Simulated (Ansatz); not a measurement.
Born–Oppenheimer molecular dynamics of C$_{2}$H$_{3}$NOS (8 atoms, charge 0, multiplicity 1). It goes on from the last frame of an earlier run, with new velocities.

Level of theory: RKS BHLYP-D4/6-31G* in Ansatz 0.2.0.

```
ensemble        : NVT, Nosé–Hoover chain
time step       : 0.25 fs
steps asked     : 150
set temperature : 300 K
thermostat      : time constant 100 fs, chain length 5
seed            : 783376
```

Frames 0.25 fs apart, positions in Å, forces in eV/Å.

Velocities at 0.0 fs (Å/ps):

```
C 2.05 -2.23 7.60
O -3.41 0.04 -2.68
S -0.02 1.36 1.43
C 4.77 -1.48 -6.21
N -0.75 -0.17 0.99
H -3.25 -7.58 10.64
H 13.26 7.19 -35.94
H -26.23 2.95 -7.66
```

```xyz
8
Properties=species:S:1:pos:R:3:forces:R:3 time_fs=0.0 energy_less_start_eV=0.000 T=300
C -0.475 -0.681 0.863 1.39 -1.48 1.12
O 0.843 -0.419 0.325 -0.67 -1.00 0.64
S 1.153 1.092 -0.130 0.50 0.86 0.09
C 0.526 1.095 -1.691 -1.12 0.25 -1.38
N -0.017 1.160 -2.715 0.72 -0.13 0.89
H -0.736 0.047 1.614 -0.17 0.47 -0.12
H -0.335 -1.650 1.434 -0.42 1.08 -1.14
H -1.195 -0.751 0.067 -0.23 -0.06 -0.09
8
Properties=species:S:1:pos:R:3:forces:R:3 time_fs=0.2 energy_less_start_eV=-0.015 T=320
C -0.474 -0.681 0.865 1.18 -1.35 0.77
O 0.842 -0.419 0.325 -0.66 -0.98 0.64
S 1.153 1.093 -0.130 0.48 0.85 0.06
C 0.527 1.095 -1.692 -1.06 0.25 -1.24
N -0.017 1.160 -2.714 0.67 -0.12 0.78
H -0.737 0.045 1.617 -0.16 0.46 -0.11
H -0.332 -1.648 1.425 -0.42 0.92 -1.00
H -1.201 -0.750 0.065 -0.04 -0.04 0.10
8
Properties=species:S:1:pos:R:3:forces:R:3 time_fs=0.5 energy_less_start_eV=-0.028 T=336
C -0.473 -0.682 0.867 0.97 -1.19 0.43
O 0.841 -0.420 0.324 -0.65 -0.94 0.64
S 1.153 1.093 -0.130 0.47 0.84 0.02
C 0.528 1.094 -1.694 -0.99 0.25 -1.08
N -0.017 1.160 -2.714 0.62 -0.12 0.65
H -0.738 0.044 1.619 -0.14 0.45 -0.11
H -0.329 -1.645 1.415 -0.41 0.73 -0.85
H -1.208 -0.750 0.063 0.14 -0.01 0.29
8
Properties=species:S:1:pos:R:3:forces:R:3 time_fs=0.8 energy_less_start_eV=-0.037 T=348
C -0.473 -0.683 0.869 0.76 -0.99 0.09
O 0.840 -0.420 0.323 -0.64 -0.91 0.64
S 1.153 1.093 -0.129 0.45 0.82 -0.01
C 0.529 1.094 -1.696 -0.92 0.25 -0.91
N -0.017 1.160 -2.714 0.55 -0.11 0.52
H -0.739 0.043 1.621 -0.12 0.43 -0.10
H -0.326 -1.642 1.404 -0.40 0.51 -0.69
H -1.214 -0.749 0.061 0.31 0.01 0.47
8
Properties=species:S:1:pos:R:3:forces:R:3 time_fs=1.0 energy_less_start_eV=-0.043 T=355
C -0.472 -0.684 0.871 0.55 -0.76 -0.25
O 0.839 -0.420 0.323 -0.63 -0.88 0.63
S 1.153 1.094 -0.129 0.44 0.81 -0.05
C 0.530 1.094 -1.698 -0.84 0.24 -0.72
N -0.017 1.159 -2.713 0.48 -0.11 0.37
H -0.740 0.042 1.624 -0.10 0.40 -0.10
H -0.324 -1.638 1.393 -0.38 0.27 -0.51
H -1.221 -0.748 0.060 0.47 0.03 0.62
8
Properties=species:S:1:pos:R:3:forces:R:3 time_fs=1.2 energy_less_start_eV=-0.043 T=356
C -0.471 -0.684 0.873 0.35 -0.50 -0.57
O 0.838 -0.420 0.322 -0.61 -0.84 0.63
S 1.153 1.094 -0.129 0.42 0.79 -0.09
C 0.531 1.093 -1.699 -0.75 0.24 -0.52
N -0.017 1.159 -2.713 0.41 -0.10 0.22
H -0.741 0.041 1.626 -0.07 0.36 -0.11
H -0.322 -1.635 1.382 -0.35 0.00 -0.31
H -1.227 -0.748 0.059 0.61 0.05 0.76
8
Properties=species:S:1:pos:R:3:forces:R:3 time_fs=1.5 energy_less_start_eV=-0.040 T=351
C -0.471 -0.685 0.875 0.16 -0.20 -0.88
O 0.837 -0.420 0.322 -0.59 -0.80 0.62
S 1.153 1.095 -0.128 0.40 0.76 -0.12
C 0.532 1.093 -1.701 -0.66 0.24 -0.32
N -0.017 1.159 -2.713 0.33 -0.09 0.05
H -0.742 0.040 1.629 -0.05 0.32 -0.11
H -0.320 -1.631 1.371 -0.32 -0.29 -0.12
H -1.233 -0.747 0.058 0.74 0.06 0.88
8
Properties=species:S:1:pos:R:3:forces:R:3 time_fs=1.8 energy_less_start_eV=-0.032 T=341
C -0.470 -0.686 0.877 -0.02 0.11 -1.17
O 0.836 -0.420 0.321 -0.57 -0.76 0.61
S 1.153 1.095 -0.128 0.38 0.74 -0.16
C 0.533 1.093 -1.703 -0.57 0.23 -0.11
N -0.017 1.159 -2.712 0.24 -0.08 -0.12
H -0.743 0.040 1.631 -0.02 0.27 -0.12
H -0.318 -1.628 1.359 -0.29 -0.59 0.09
H -1.238 -0.746 0.058 0.85 0.08 0.98
8
Properties=species:S:1:pos:R:3:forces:R:3 time_fs=2.0 energy_less_start_eV=-0.021 T=327
C -0.469 -0.687 0.879 -0.20 0.43 -1.43
O 0.835 -0.421 0.321 -0.55 -0.72 0.60
S 1.153 1.095 -0.127 0.36 0.72 -0.20
C 0.534 1.093 -1.705 -0.47 0.22 0.11
N -0.017 1.159 -2.712 0.16 -0.07 -0.29
H -0.745 0.040 1.633 0.01 0.22 -0.13
H -0.316 -1.625 1.348 -0.26 -0.90 0.29
H -1.243 -0.745 0.058 0.94 0.09 1.05
8
Properties=species:S:1:pos:R:3:forces:R:3 time_fs=2.2 energy_less_start_eV=-0.007 T=309
C -0.468 -0.688 0.880 -0.35 0.76 -1.66
O 0.834 -0.421 0.320 -0.52 -0.67 0.59
S 1.153 1.096 -0.127 0.34 0.69 -0.23
C 0.535 1.092 -1.706 -0.37 0.22 0.32
N -0.017 1.159 -2.712 0.07 -0.07 -0.46
H -0.746 0.040 1.635 0.04 0.17 -0.14
H -0.315 -1.622 1.337 -0.22 -1.20 0.48
H -1.247 -0.744 0.059 1.02 0.10 1.11
8
Properties=species:S:1:pos:R:3:forces:R:3 time_fs=2.5 energy_less_start_eV=0.009 T=289
C -0.468 -0.689 0.882 -0.49 1.06 -1.86
O 0.833 -0.421 0.320 -0.50 -0.63 0.57
S 1.153 1.096 -0.127 0.32 0.66 -0.27
C 0.535 1.092 -1.708 -0.27 0.21 0.53
N -0.017 1.159 -2.711 -0.02 -0.06 -0.63
H -0.747 0.040 1.637 0.07 0.11 -0.15
H -0.313 -1.621 1.326 -0.18 -1.48 0.66
H -1.250 -0.743 0.061 1.07 0.12 1.14
8
Properties=species:S:1:pos:R:3:forces:R:3 time_fs=2.8 energy_less_start_eV=0.024 T=269
C -0.467 -0.689 0.884 -0.61 1.34 -2.02
O 0.832 -0.421 0.319 -0.47 -0.59 0.56
S 1.153 1.097 -0.126 0.30 0.63 -0.30
C 0.536 1.092 -1.710 -0.17 0.21 0.74
N -0.017 1.159 -2.711 -0.11 -0.05 -0.80
H -0.748 0.040 1.639 0.10 0.06 -0.15
H -0.312 -1.620 1.316 -0.15 -1.73 0.82
H -1.254 -0.742 0.064 1.11 0.13 1.16
```

Of the whole run (38 fs, mean temperature of the second half 273 K): The conserved energy stayed within 0.057 meV per atom of its start (net change -0.016 meV per atom), so the integration is sound. A run of 0.037 ps of so small a system gives no equilibrium averages.

Run time: 4.8 min on 1 thread of Arm Neoverse V2 (shared host), peak memory 0.14 GiB.
